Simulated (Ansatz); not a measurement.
Geometry optimisation, RKS PBE-D4/def2-SVP (Ansatz).

Input file:

```yaml
crystal:
  periodic: [false, false, false]
  atoms:
    - { symbol: O, position_ang: [1.2575, -2.7879, -0.1322] }
    - { symbol: P, position_ang: [0.1871, -1.9512, 0.8198] }
    - { symbol: "N", position_ang: [-0.15624, -3.28427, 1.87699] }
    - { symbol: C, position_ang: [-0.79959, -3.07397, 2.90504] }
    - { symbol: C, position_ang: [-1.13255, -4.11304, 3.92093] }
    - { symbol: Cl, position_ang: [-0.3554, -3.76796, 5.47094] }
    - { symbol: H, position_ang: [1.5245, -2.0977, -0.8249] }
    - { symbol: H, position_ang: [-0.94243, -2.08331, -0.07222] }
    - { symbol: H, position_ang: [-1.12037, -1.97599, 3.2276] }
    - { symbol: H, position_ang: [-2.24903, -4.08413, 4.07304] }
    - { symbol: H, position_ang: [-0.84325, -5.0665, 3.55988] }
basis:
  gaussian: { orbitals: def2-SVP }
hamiltonian:
  xc: pbe
  dispersion: d4
relax:
  f_tol: 0.015
  max_steps: 40
```

Command:

```bash
$ ansatz run input.yaml --threads 2 --pin off --max-ram 3072MiB --backend cpu --events-out ev --progress --plain --runs-dir out
```

Problem. Where does it end, and by what steps?

Solution. It converged. After 19 steps the energy has fallen by 0.514 eV; H7 moved furthest, 0.75 Å.

```json
{"step": "0", "energy less start (eV)": "0.0000", "largest force component (eV/Å)": "3.366", "accepted": "yes"}
{"step": "1", "energy less start (eV)": "-0.3059", "largest force component (eV/Å)": "1.000", "accepted": "yes"}
{"step": "2", "energy less start (eV)": "-0.3756", "largest force component (eV/Å)": "0.989", "accepted": "yes"}
{"step": "3", "energy less start (eV)": "-0.4173", "largest force component (eV/Å)": "0.698", "accepted": "yes"}
{"step": "4", "energy less start (eV)": "-0.4821", "largest force component (eV/Å)": "0.364", "accepted": "yes"}
{"step": "5", "energy less start (eV)": "-0.4870", "largest force component (eV/Å)": "0.226", "accepted": "yes"}
{"step": "6", "energy less start (eV)": "-0.4955", "largest force component (eV/Å)": "0.197", "accepted": "yes"}
{"step": "7", "energy less start (eV)": "-0.5000", "largest force component (eV/Å)": "0.114", "accepted": "yes"}
{"step": "8", "energy less start (eV)": "-0.4899", "largest force component (eV/Å)": "0.238", "accepted": "no"}
{"step": "9", "energy less start (eV)": "-0.5021", "largest force component (eV/Å)": "0.039", "accepted": "yes"}
{"step": "10", "energy less start (eV)": "-0.5045", "largest force component (eV/Å)": "0.094", "accepted": "yes"}
{"step": "11", "energy less start (eV)": "-0.5063", "largest force component (eV/Å)": "0.142", "accepted": "yes"}
{"step": "12", "energy less start (eV)": "-0.5078", "largest force component (eV/Å)": "0.155", "accepted": "yes"}
{"step": "13", "energy less start (eV)": "-0.5090", "largest force component (eV/Å)": "0.150", "accepted": "yes"}
{"step": "14", "energy less start (eV)": "-0.5109", "largest force component (eV/Å)": "0.116", "accepted": "yes"}
{"step": "15", "energy less start (eV)": "-0.5129", "largest force component (eV/Å)": "0.077", "accepted": "yes"}
{"step": "16", "energy less start (eV)": "-0.5136", "largest force component (eV/Å)": "0.117", "accepted": "yes"}
{"step": "17", "energy less start (eV)": "-0.5140", "largest force component (eV/Å)": "0.063", "accepted": "yes"}
{"step": "18", "energy less start (eV)": "-0.5142", "largest force component (eV/Å)": "0.018", "accepted": "yes"}
{"step": "19", "energy less start (eV)": "-0.5142", "largest force component (eV/Å)": "0.009", "accepted": "yes"}
```

```xyz
11
Properties=species:S:1:pos:R:3
O 0.783 -2.767 -0.569
P 0.338 -1.870 0.776
N -0.075 -3.116 1.904
C -0.845 -2.988 2.916
C -1.036 -4.124 3.880
Cl -0.707 -3.565 5.571
H 1.757 -2.777 -0.607
H -0.991 -1.573 0.287
H -1.423 -2.063 3.166
H -2.084 -4.489 3.866
H -0.346 -4.952 3.634
```

Whether the end is a true minimum wasn't checked by a vibrational analysis.

Time of the run: 100 s on 2 threads of Intel(R) Xeon(R) Processor @ 2.50GHz (Skylake/Cascade Lake), with other jobs on the host, peak memory 0.2 GiB.
